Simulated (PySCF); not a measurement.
Relaxed structures of CH₃AlO, singlet (PBE0-D4/def2-TZVP; forces vanish, vibrations not checked; lower isomers may exist, and structures with a doubtful reference or unclear bonds are left out; Å). PySCF 2.14 with density fitting (its default auxiliary sets; JK sets also for MP2 and CCSD(T)); basis: def2-TZVPP; cores frozen in the correlated methods.

(1) Rank them by CCSD(T) energy, lowest first, and give each one's height above the lowest. Links in brackets join atoms within 1.22 times the sum of their covalent radii (1.1 for two metals). (To be estimated.)
A.
CH₃AlO ([CH2][Al][OH])
```
6
angstrom
C -0.3342 0.7693 0.4420
Al 0.5062 -0.7849 0.0435
O 1.4534 -2.1409 0.3536
H 0.0570 1.6592 -0.0523
H -1.4243 0.7358 0.4261
H 1.6857 -2.8343 -0.2603
```
B.
CH₃AlO ([O][C][AlH3])
```
6
angstrom
C 0.7106 -0.8394 0.5371
Al -0.5278 0.6423 -0.4063
O 1.3552 -1.6110 1.0286
H 0.4688 1.8555 -0.1317
H -1.7735 0.4237 0.5637
H -0.5235 -0.0597 -1.8373
```
C.
CH₃AlO ([CH3][Al][O])
```
6
angstrom
C -0.4107 0.4960 -0.3138
Al 0.7012 -0.8413 0.5340
O 1.6186 -1.9442 1.2337
H 0.0657 1.4774 -0.2631
H -1.3815 0.5576 0.1826
H -0.5755 0.2463 -1.3642
```

The T1 diagnostic stays at or below 0.024. The restricted Hartree–Fock reference is unstable towards an unrestricted one at one or more of these structures.

Results:

(1) Computed: C (0.000 eV), A (0.733 eV), B (0.824 eV). Heights count from the lowest.

For scale, one of the runs: CCSD(T)/def2-TZVPP, 146 basis functions, launched by `OMP_NUM_THREADS=2 python run.py`. Hardware: 2 CPU threads of an Intel Xeon, shared host. Wall time 97 s; peak host memory 0.81 GiB.
